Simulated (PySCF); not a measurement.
AlH2(OMe), CH5AlO.
Bonds: Al1–O4, O4–C5. Hydrogens: H2, H3 on Al1; H6, H7, H8 on C5.

The calculation used TDDFT CAM-B3LYP/def2-SVPD, vertical, gas phase, core orbitals frozen in the response in PySCF. Isolated species at its PBE0-D3(BJ)/def2-SVP geometry, gas phase.

Computed singlets:

| state | E (eV) | f |
| --- | --- | --- |
| S1 | 5.42 | 0.0001 |
| S2 | 6.79 | 0.0006 |
| S3 | 6.79 | 0.098 |
| S4 | 6.82 | 0.0002 |
| S5 | 7.39 | 0.0019 |
| S6 | 7.56 | 0.095 |
| S7 | 8.00 | 0.141 |
| S8 | 8.17 | 0.0001 |
| S9 | 8.22 | 0.0005 |
| S10 | 8.42 | 0.022 |
| S11 | 8.69 | 0.251 |
| S12 | 8.92 | 0.154 |
| S13 | 8.93 | 0.0003 |
| S14 | 9.11 | 0.013 |
| S15 | 9.13 | 0.093 |

**Question.** How much of the mean static polarisability do these states give, one by one?

**Answer.** Each state adds f / ΔE² (ΔE in hartree, 27.2114 eV).

| state | f/ΔE² (au) | running sum (au) | running share of α (%) |
| --- | --- | --- | --- |
| S1 | 0.00 | 0.00 | 0.0 |
| S2 | 0.01 | 0.01 | 0.0 |
| S3 | 1.57 | 1.59 | 3.5 |
| S4 | 0.00 | 1.59 | 3.5 |
| S5 | 0.03 | 1.61 | 3.5 |
| S6 | 1.23 | 2.85 | 6.2 |
| S7 | 1.63 | 4.47 | 9.7 |
| S8 | 0.00 | 4.47 | 9.7 |
| S9 | 0.01 | 4.48 | 9.7 |
| S10 | 0.23 | 4.71 | 10.3 |
| S11 | 2.46 | 7.17 | 15.6 |
| S12 | 1.43 | 8.60 | 18.7 |
| S13 | 0.00 | 8.60 | 18.7 |
| S14 | 0.12 | 8.72 | 19.0 |
| S15 | 0.82 | 9.55 | 20.8 |

The full response gives 45.94 au (6.81 Å³), so 36.4 au comes from the higher roots of the same equations.

**Question.** By how much does the contribution of these states grow at 589.3 nm?

**Answer.** With ω = 0.0773 hartree each state's term in the mean polarisability goes from f / ΔE² to f / (ΔE² − ω²); the sum over all 15 states goes from 9.55 to 10.25 au, a rise of 0.70 au.

The largest single term belongs to S11, which also has the largest f.

Hardware: one thread of an x86-64 server, no GPU (shared host). Cost: 6.1 s.
